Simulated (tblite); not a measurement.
C5H11O (doublet state).
Bonds: C1–C2, C2–C3, C2–C4, C2–C5, C5–O6. Hydrogens: H7, H8, H9 on C1; H10, H11, H12 on C3; H13, H14, H15 on C4; H16, H17 on C5.

Structure optimised with GFN2-xTB, isolated species. This method treats the open shell by occupation alone, without spin polarisation.

**Question.** What internal coordinates does the optimisation give?

**Answer.** 
```tsv
bond	length (Å)
C1–C2, C2–C3, C2–C4	1.520
C2–C5	1.629
C5–O6	1.298
C1–H7 and 8 like bonds	1.088
C5–H16, C5–H17	1.110
```

Bonds in one row agree within 0.01 Å and their mean is given. A selection of angles:
```tsv
angle	degrees
C2–C1–H7	109.1
C2–C1–H8	111.3
H7–C1–H8	108.2
H8–C1–H9	108.6
C1–C2–C3	111.5
C1–C2–C5	107.8
C2–C5–O6	111.1
C2–C5–H16	103.4
O6–C5–H16	113.8
H16–C5–H17	110.3
```

Torsions: C1–C2–C5–O6 180° (antiperiplanar).

The C–C distances run from 1.520 Å (C1–C2, drawn single) to 1.629 Å (C2–C5, drawn single), a spread of 0.109 Å. Of the pairs four or more bonds apart, O6···H13 is among the closest relative to their van der Waals radii: 2.54 Å, 93 % of the sum of Bondi's values.

Point group: Cs (every atom within 0.08 Å of its image). Its GFN2-xTB frequencies are all real (lowest 102 cm⁻¹).

All values are computed, not measured.
